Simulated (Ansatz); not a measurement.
This geometry of H2O + H4Si (8 atoms, charge 0, multiplicity 1) is a first-order saddle point.

Level of theory: RKS revPBE-D4/def2-SVPD (Ansatz 0.2.0).

```xyz
8
Properties=species:S:1:pos:R:3
Si -0.177 0.038 -0.146
H -0.129 0.557 1.598
H 1.184 -0.561 0.101
H -0.124 1.447 -0.646
H -0.704 -0.813 -1.289
O -1.918 -0.249 0.753
H -2.219 -1.176 0.842
H -1.176 0.127 1.549
```

**Question.** Which two structures does it join? (They come from a converged band through this point; their orientation in space is the band's.)

**Answer.** Bonds broken: Si1–H2, O6–H8. Bonds formed: Si1–O6, H2–H8. H2O + H4Si becomes H2 + H4OSi.

Image 0:

```xyz
8
Properties=species:S:1:pos:R:3
Si 0.486 0.057 -0.173
H 0.530 -0.019 1.326
H 1.902 0.041 -0.686
H -0.178 1.324 -0.618
H -0.230 -1.140 -0.729
O -2.524 0.025 0.991
H -2.889 -0.832 0.711
H -2.360 -0.085 1.943
```

Image 8:

```xyz
8
Properties=species:S:1:pos:R:3
Si -0.379 -0.158 -0.600
H -0.208 0.897 2.918
H 0.753 -0.910 0.046
H -0.151 1.317 -0.497
H -0.471 -0.577 -2.044
O -1.850 -0.436 0.213
H -2.173 -1.352 0.212
H -0.783 0.590 2.516
```

**Question.** How far does it lie above each of them?

**Answer.** 1.62 eV above the first and 1.92 eV above the second. This is the barrier of this one path; another mechanism may lie lower. The orbitals stay closed-shell, which can raise the energy where a bond breaks towards radicals; this wasn't checked here.

Run time: 3.4 min on 2 threads of Arm Neoverse V2, with other jobs on the host, peak memory 0.14 GiB.
